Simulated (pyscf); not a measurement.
H₂Si=AsH + H₂ -> H₂Si=AsH + H₂ (four-centre exchange; singlet surface; H–Si, H–H broken, H–Si, H–H formed). PySCF, gas phase, ωB97X-D3(BJ)/def2-SVP geometries. Energies in eV from the separated reactants.

```json
[
 {"level": "ωB97X-D3(BJ)/def2-TZVP", "barrier": "(withheld)", "reaction energy": "0.00"},
 {"level": "PBE/def2-TZVP", "barrier": "1.58", "reaction energy": "0.00"},
 {"level": "B3LYP-D3(BJ)/def2-TZVP", "barrier": "1.87", "reaction energy": "0.00"},
 {"level": "PBE0-D3(BJ)/def2-TZVP", "barrier": "1.62", "reaction energy": "0.00"},
 {"level": "M06-2X/def2-TZVP", "barrier": "(withheld)", "reaction energy": "0.00"},
 {"level": "HF/def2-TZVP", "barrier": "2.42", "reaction energy": "0.00"}
]
```

Fill in the missing entries.


- ωB97X-D3(BJ)/def2-TZVP, barrier: 1.86
- M06-2X/def2-TZVP, barrier: 1.85

The functionals in the table span 0.29 eV in this barrier, from PBE to B3LYP-D3(BJ). At the saddle there is also a short H–Si contact that neither side keeps. The same reactants have a lower exit, to H₃Si–AsH₂ (barrier +1.19 eV at ωB97M-D3(BJ)/def2-TZVP, against +1.77 eV here). This is the saddle that the search found; another between the same sides may lie lower. Elements up to Kr have no core potential and no relativistic terms here.
